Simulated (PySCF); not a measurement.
Geometries of 3 isomers of C3H5N3, from PySCF 2.14.0, PBE0-D3(BJ)/def2-SVP geometry optimisation, gas phase. One conformer each, no zero-point energy, no frequencies.

Question: Which is lowest in electronic energy at this level?
A.
```xyz
11
angstrom
N     -1.925   -0.291    0.098
C     -0.569    0.010    0.017
C      0.034    1.293    0.079
N      1.359    1.215    0.036
N      1.622   -0.074   -0.049
C      0.508   -0.859   -0.067
H     -2.179   -1.169   -0.338
H     -2.521    0.453   -0.245
H     -0.458    2.262    0.157
H      2.583   -0.385   -0.096
H      0.561   -1.943   -0.128
```
B.
```xyz
11
angstrom
C     -1.680   -0.289   -0.001
N     -0.257   -0.087    0.041
C      0.445    1.065   -0.003
N      1.734    0.813    0.056
C      1.766   -0.537    0.139
N      0.582   -1.122    0.132
H     -2.016   -0.804    0.909
H     -2.177    0.687   -0.070
H     -1.951   -0.897   -0.876
H     -0.028    2.045   -0.078
H      2.689   -1.114    0.205
```
C.
```xyz
11
angstrom
C     -1.356    0.042    0.460
N      0.001   -0.002   -0.022
C      0.744   -1.099   -0.343
N      1.952   -0.749   -0.696
N      2.028    0.604   -0.608
C      0.864    1.037   -0.204
H     -1.779    1.037    0.273
H     -1.969   -0.697   -0.073
H     -1.406   -0.166    1.540
H      0.356   -2.117   -0.307
H      0.591    2.078   -0.033
```

Answer: B. That is `CN1C=NC=N1`, 5.7 kcal/mol below the next.

```json
{"SMILES": "Cn1cncn1", "atoms numbered as above": "[CH3:1][n:2]1[cH:3][n:4][cH:5][n:6]1", "E (Eh)": "-281.04774", "relative (kcal/mol)": "0.0", "relative (kJ/mol)": "0.0", "dipole (D)": "3.36"}
{"SMILES": "Nc1cn[nH]c1", "atoms numbered as above": "[NH2:1][c:2]1[cH:3][n:4][nH:5][cH:6]1", "E (Eh)": "-281.03861", "relative (kcal/mol)": "5.7", "relative (kJ/mol)": "24.0", "dipole (D)": "2.75"}
{"SMILES": "Cn1cnnc1", "atoms numbered as above": "[CH3:1][n:2]1[cH:3][n:4][n:5][cH:6]1", "E (Eh)": "-281.03192", "relative (kcal/mol)": "9.9", "relative (kJ/mol)": "41.5", "dipole (D)": "6.17"}
```
